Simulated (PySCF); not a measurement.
C2H4O: g tensor and hyperfine couplings

Species: C₂H₄O (triplet state).
Structure used (GFN2-xTB), in Å, numbered top down from 1:
```
atom  x, y, z in Å
C1     1.5327   -0.0685    0.5380
O2     0.2881   -0.3625    0.8617
C3    -0.7879    0.1848    0.0906
H4     2.1618   -0.6998   -0.0663
H5    -1.7048   -0.2249    0.5093
H6    -0.7961    1.2751    0.1710
H7    -0.6905   -0.0994   -0.9605
```

As a line formula: `[CH]OC` [triplet].

Method: UKS B3LYP, pcH-1 on C H O, non-relativistic, mean-field spin-orbit, GIAO in PySCF. Isolated species at its GFN2-xTB geometry, gas phase. This triplet need not be the ground state; the singlet was not compared here. Couplings are sensitive to structure, and on GFN2-xTB geometries they can be far from those on DFT ones.

| Quantity | Value |
| --- | --- |
| g1, g2, g3 | 2.00210, 2.00249, 2.00309 |
| g_iso | 2.00256 |
| Form of g | rhombic: the two nearest values differ by 40 % of g3 − g1 |
| ⟨S²⟩ | 2.0041 (exact 2.0000) |
| α and β electrons | 13, 11 |
| Basis functions | 115 |

Hyperfine couplings atom by atom, in 10⁻⁴ cm⁻¹; T1 to T3 are the principal values of the dipolar part; ρ(0) is the spin density at the nucleus (1 × 10⁻⁴ cm⁻¹ = 2.998 MHz):

```tsv
atom	isotope	a_iso	T1	T2	T3	Mulliken spin population	ρ(0) (bohr⁻³)
C1	13C	101.7	-24.0	4.4	19.6	1.73	0.5425
O2	17O	-16.5	-10.6	2.6	8.0	0.16	0.1635
C3	13C	16.8	-1.4	-1.2	2.5	0.03	0.0899
H4	1H	29.6	-8.0	-3.5	11.6	0.04	0.0397
H5	1H	-0.2	-1.2	-0.9	2.1	0.00	-0.0003
H6	1H	1.6	-1.5	-1.1	2.6	0.02	0.0021
H7	1H	1.4	-1.5	-0.9	2.5	0.01	0.0018
```

Largest spin populations (Mulliken): C1 (+1.73) and O2 (+0.16).

The 17O coupling of O2 (-49.6 MHz) shows only in satellite lines or after enrichment, since that isotope makes up about 0.038 % of natural oxygen.

The 13C coupling of C1 (304.9 MHz) shows only in satellite lines or after enrichment, since that isotope makes up about 1.07 % of natural carbon.
